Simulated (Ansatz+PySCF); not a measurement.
Two shapes of doublet H3O.

Shape 1:

```xyz
4

O     0.0000    0.0000   -0.1085
H     0.0000    0.0000    0.8679
H    30.0000    0.0000   -1.3696
H    30.0000    0.0000    1.3696
```

Shape 2:

```xyz
4

O     0.0000    0.0000   -0.3906
H     0.0000    0.0000    3.1246
H    30.0000    0.0000   -0.3804
H    30.0000    0.0000    0.3804
```

Basis set: 6-31G (spherical functions). Left uncorrelated: 1 orbital. Correlation on ROHF uses semicanonical orbitals with singles. Charge 0, multiplicity 2.

Computed with Ansatz (development build ahead of 0.2.0); each method stands on the lowest determinant of its kind that the runs found.

Question: Which shape is lower in energy, and by how much in each method?

Answer:

```
                            method  E(2) − E(1) (eV)
                              ROHF            -2.268
                               UHF            -1.217
                           UHF-MP2            -0.642
                         ROHF-CCSD             1.689
full CI (lowest root of this spin)            -0.752
```

The methods disagree on the order. Caution for ROHF, ROHF-CCSD: an unrestricted determinant lies well below. Caution for UHF, UHF-MP2: the unrestricted determinant is a mixture of spin states. Caution for UHF-MP2, ROHF-CCSD: large amplitudes, a single reference is doubtful. Caution for UHF-MP2: bonds are stretched, where a single reference can fail.
